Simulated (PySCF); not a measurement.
Compound: phosphorus tetramer, P4.
SMILES with atom numbers: `[p:1]12[p:2]3[p:3]1[p:4]23`

A GFN2-xTB structure with every atom displaced at random (by about 0.01 Å) was refined with PySCF 2.14.0, PBE0-D3(BJ)/def2-SVP geometry optimisation, gas phase. Values at the start:

```csv
coordinate,start
P1–P2,2.218 Å
P1–P4,2.173 Å
P2–P1–P3,59.1°
```

Question: How do these coordinates change at the PBE0-D3(BJ)/def2-SVP level?

Answer: 
```json
{"coordinate": "P1–P4", "PBE0-D3(BJ)/def2-SVP (Å or °)": "2.201", "change": "+0.028"}
{"coordinate": "P1–P2", "PBE0-D3(BJ)/def2-SVP (Å or °)": "2.201", "change": "-0.017"}
{"coordinate": "P2–P1–P3", "PBE0-D3(BJ)/def2-SVP (Å or °)": "60.0", "change": "+0.9"}
```

The energy falls by 0.015 eV over 4 energy and gradient evaluations, the largest force component goes from 0.0074 to 1.8e-04 Eh/bohr, and the atoms move by 0.020 Å rms after alignment. The bond that changes most is P1–P4 (both ends ring phosphorus), which lengthens by 0.028 Å. Bonds longer at the end by more than 0.005 Å: 3 of 6; shorter: 3.

The run used 72 basis functions and 24 SCF cycles in all. On one thread, Intel Xeon 6975P-C (x86_64), shared host with 192 logical CPUs at a one-minute load of 39, this took 4.9 s of wall time and 0.33 GiB of memory at its peak.

PBE0-D3(BJ)/def2-SVP frequencies: not computed here.
